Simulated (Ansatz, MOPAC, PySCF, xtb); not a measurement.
Barrier height from O + ClH to the transition structure ClHO, without zero-point energy, on the benchmark's geometries as Psi4's copy of the set gives them.
Transition structure (charge 0, multiplicity 3):
```xyz
3

Cl     0.01882    -0.81730     0.00000
H     -0.47049     0.56948     0.00000
O      0.01882     1.66558     0.00000
```
Reactant (charge 0, multiplicity 1):
```xyz
2

Cl     0.00000     0.00000     0.00000
H      1.27445     0.00000     0.00000
```

Open shells are unrestricted; no spin–orbit coupling.

Cores are frozen in the correlated methods. The state that PM3 reach isn't checked.

Run with Ansatz (Gaussian basis) for Hartree–Fock, density functionals and correlated methods; MOPAC for PM3 (differences of heats of formation); PySCF for M06-2X; xtb for the GFN methods. Values without a source in brackets are computed. The GFN methods have no spin term and hold the electronic entropy of 300 K.

```csv
level,barrier height (kcal/mol)
PM3,5.66
GFN1-xTB,-64.22
SVWN5/def2-TZVPPD,-22.58
M06-2X/def2-TZVPPD,7.14
wB97M-V/def2-TZVPPD,7.62
SCS-MP2/cc-pVDZ,19.74
CCSD/aug-cc-pV(T+d)Z,14.58
CCSD(T)/cc-pVDZ,13.84
CCSD(T)/aug-cc-pV(Q+d)Z,?
```

Problem. Complete the blanks.

Solution. 
- CCSD(T)/aug-cc-pV(Q+d)Z, barrier height (kcal/mol): 10.73

Ansatz is a first-principles code.
